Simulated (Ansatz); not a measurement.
# H$_{3}$Ge–AsH$_{2}$⁺, quartet in cc-pVDZ: errors against UCCSDT(Q)

Geometry: that of the H3Ge–AsH2, triplet, kept fixed. The doublet lies 2.3 eV lower here.

```tsv
atom	x (Å)	y (Å)	z (Å)
Ge	0.0000	0.0025	1.2082
As	0.0000	-0.0021	-1.2058
H	0.0000	1.4467	1.7272
H	-1.2505	-0.7364	1.7116
H	1.2505	-0.7364	1.7116
H	0.0000	1.6712	-1.3440
H	0.0000	-1.6715	-1.2506
```

Basis cc-pVDZ; Ansatz 0.2.0. Only valence electrons are correlated (noble-gas cores and the filled d shells of p-block atoms frozen), which leaves 13 electrons in 51 orbitals. R marks a restricted (for open shells ROHF) determinant, U an unrestricted one. No spin–orbit coupling is included, and no scalar relativity.

Full CI isn't at hand for all of this; UCCSDT(Q) serves as the reference, and is uncertain by about the last step of the cluster series. The frozen core follows each run's orbitals, which can shift R against U totals by a few meV for light atoms and by up to 0.1 eV past Ca.

* UHF ⟨S²⟩: 3.803
* T1 diagnostic (RCCSD): 0.0225
* largest doubles amplitude (RCCSD): 0.050
* T1 diagnostic (UCCSD): 0.0181

```tsv
level	E − E(UHF) (eV)
UMP2	-4.7696
UCCSD	-6.0987
UCCSD(T)	-6.2549
```

Question: Estimate how far UCCSDT(Q) in cc-pVDZ lies from UCCSD(T). The table doesn't fix it; the size of (T) and the diagnostics are the guide.

Answer: UCCSDT(Q) in cc-pVDZ lies 4.4 kJ/mol below UCCSD(T), which is 29 % of the (T) step (-15.1 kJ/mol). The diagnostics give no warning, yet the rest is a sizeable part of (T). The miss exceeds 1 kcal/mol.

The other levels:

| level | E − E(UCCSDT(Q)) (kJ/mol) | wall time |
| --- | --- | --- |
| UCCSDT | 0.6 | – |

Run but not shown, since their state, orbitals or frozen core can't be matched to the reference's or they repeat it: RHF, RMP2, CISD, RCCSD, RCCSD(T), BCCD(T), RCCSDT, RCCSDT(Q).
